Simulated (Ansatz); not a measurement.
Relative stability

Two isomers of CH$_{2}$BO (charge +1), singlet, relaxed at PBE0-D4/def2-TZVP (vibrations not checked).

A:

C1  (-0.525, 0.011, 1.339)
B2  (0.622, 0.263, -0.955)
O3  (-0.032, -0.009, 0.059)
H4  (-1.270, -0.814, 1.316)
H5  (1.231, 0.503, -1.929)
(Å)

B:

B1  (-0.333, 0.455, -0.371)
C2  (0.464, -0.634, 0.517)
O3  (1.011, -1.380, 1.125)
H4  (-0.907, -0.006, -1.297)
H5  (-0.235, 1.565, 0.026)
(Å)

Ansatz 0.2.0; basis: def2-TZVPP; cores frozen in the correlated methods. B3LYP uses VWN-RPA correlation.

(1) Which structure is lower at CCSD(T), and by how much? (Judge from chemistry; the value comes from the calculation.)

The T1 diagnostic stays at or below 0.020. The restricted Hartree–Fock reference is unstable towards an unrestricted one at one or more of these structures.

## Answers

(1) By the calculation: B, by 2.620 eV (electronic energy, against the other). By their contacts, A is CH₂BO ([BH][O][CH]), total charge +1 and B is CH₂BO ([BH2][C][O]), total charge +1.

All methods give the same order:

| method | E(B) − E(A) (eV) |
| --- | --- |
| PBE-D4 | -2.516 |
| r2SCAN-D4 | -2.543 |
| PBE0-D4 | -2.513 |
| B3LYP-D4 | -2.414 |
| wB97M-V | -2.442 |
| HF | -2.280 |
| MP2 | -2.916 |
| CCSD | -2.577 |
| CCSD(T) | -2.620 |

Labels in which every atom is bracketed show which atoms are joined, not bond orders.
